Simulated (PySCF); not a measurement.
# A basis-limit estimate, worked out

An elementary step of CH₅ClSi, singlet (CH₅ClSi ([CH3][SiH2][Cl]) → SiHCl ([SiH][Cl]) + CH₄; bonds formed: C2–H3; bonds broken: Si1–C2, Si1–H3). “Start” is the structure reached by relaxing down from the saddle towards the reactants; PBE0-D4/def2-TZVP structures. The saddle:

```json
{"atom": "Si1", "x (Å)": "-0.7370", "y (Å)": "1.1352", "z (Å)": "-0.1095"}
{"atom": "C2", "x (Å)": "0.3982", "y (Å)": "-0.7613", "z (Å)": "-0.2070"}
{"atom": "H3", "x (Å)": "0.0599", "y (Å)": "0.4244", "z (Å)": "-1.1683"}
{"atom": "H4", "x (Å)": "-1.7981", "y (Å)": "0.3351", "z (Å)": "0.5447"}
{"atom": "Cl5", "x (Å)": "0.4105", "y (Å)": "2.0231", "z (Å)": "1.3701"}
{"atom": "H6", "x (Å)": "1.3498", "y (Å)": "-0.7800", "z (Å)": "-0.7386"}
{"atom": "H7", "x (Å)": "-0.2652", "y (Å)": "-1.5498", "z (Å)": "-0.5559"}
{"atom": "H8", "x (Å)": "0.5818", "y (Å)": "-0.8266", "z (Å)": "0.8646"}
```

Computed with PySCF 2.14 with density fitting (its default auxiliary sets; JK sets also for MP2 and CCSD(T)) (basis: def2-TZVPP and def2-QZVPP); correlated methods freeze the cores.

Energies in eV:

| quantity | saddle | start |
| --- | --- | --- |
| Hartree–Fock, triple zeta (X = 3) | -21474.18890 | -21478.33740 |
| Hartree–Fock, quadruple zeta (X = 4) | -21474.84207 | -21478.99067 |
| MP2 correlation, X = 3 | -14.21041 | -13.46831 |
| MP2 correlation, X = 4 | -15.30900 | -14.55306 |
| CCSD(T) correlation, X = 3 | -16.16965 | -15.36626 |

Question: Work out the barrier at the basis limit: extrapolate Hartree–Fock as E(X) = E∞ + A exp(−7.88 √X) and the MP2 correlation as E(X) = E∞ + B X^−2.97 (the exponents that Neese and Valeev fitted for def2-TZVPP and QZVPP), then add CCSD(T) − MP2 in triple zeta.

Answer: Each step is linear, so take the differences first (saddle − start): Hartree–Fock 4.14850 (X = 3) and 4.14860 (X = 4); MP2 correlation -0.74210 and -0.75594; CCSD(T) correlation -0.80339.
Two points give E∞ = E(4) + w [E(4) − E(3)], with w = 1/(exp(7.88 (2 − √3)) − 1) = 0.1377 for Hartree–Fock and w = 1/((4/3)^2.97 − 1) = 0.7407 for the correlation.
Hartree–Fock: 4.14860 + 0.1377 × 0.00010 = 4.1486 eV.
MP2 correlation: -0.75594 + 0.7407 × (-0.01384) = -0.7662 eV.
CCSD(T) − MP2: -0.80339 − (-0.74210) = -0.0613 eV.
Sum: 4.1486 + (-0.7662) + (-0.0613) = 3.3211 eV, or 76.59 kcal/mol. Plain CCSD(T) in triple zeta gives 3.3451 eV, so the larger basis shifts the result by -0.0240 eV.

The T1 diagnostic stays at or below 0.013. The restricted Hartree–Fock reference is unstable towards an unrestricted one at one or more of these structures.

Losses and insertions of silylenes and their heavier kin drive the gas-phase chemistry of silicon and germanium vapour deposition.

Labels in which every atom is bracketed show which atoms are joined, not bond orders.

For scale, one of the runs: CCSD(T)/def2-TZVPP, 185 basis functions, launched by `OMP_NUM_THREADS=4 python run.py`. Time: 3.5 min of wall clock on 4 CPU threads of an Arm Neoverse V1; the host was shared. Peak host memory: 1.7 GiB.
